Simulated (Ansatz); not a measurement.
The end point of a relaxation of Nb. Calculation: PBEsol (plane waves to 420 eV, PAW, scalar-relativistic; Ansatz, a first-principles code).

```cif
data_Nb
_chemical_formula_sum 'Nb1'
_space_group_name_H-M_alt 'P 1'
_space_group_IT_number 1
_cell_length_a 2.83300
_cell_length_b 2.83300
_cell_length_c 2.83300
_cell_angle_alpha 109.471
_cell_angle_beta 109.471
_cell_angle_gamma 109.471
loop_
_space_group_symop_operation_xyz
  'x, y, z'
loop_
_atom_site_label
_atom_site_type_symbol
_atom_site_fract_x
_atom_site_fract_y
_atom_site_fract_z
_atom_site_occupancy
Nb1 Nb 0.00000 0.00000 0.00000 1
```

Task: Determine the symmetry and give the standard cell with its independent sites.

Result: Space group Im-3m (No. 229); a = b = c = 3.2713 Å, α = β = γ = 90.00°

| atom | site | symmetry | x | y | z |
|---|---|---|---|---|---|
| Nb | 2a | m-3m | 0.0000 | 0.0000 | 0.0000 |

This is the bcc (W type).

Task: Give the shortest distances between elements (the closest pairs, up to four, under 3.6 Å).

Result: Nb–Nb 2.83 Å.

```json
{
 "volume_per_atom": "17.50 Å³",
 "density": "8.81 g/cm³",
 "band_gap": "no gap (metallic)"
}
```

No spin polarisation in the result.

Measured for Nb: a 3.294 Å (static lattice; corrected from measurement; as listed in Daniel Mejia-Rodriguez, S. B. Trickey, Phys. Rev. B (2018)). Computed minus measured — a: PBEsol -0.7 %. The computed values are for a static lattice.

The run could not lose the symmetry of its start; a randomly shaken copy of 2 atoms returns to this structure.
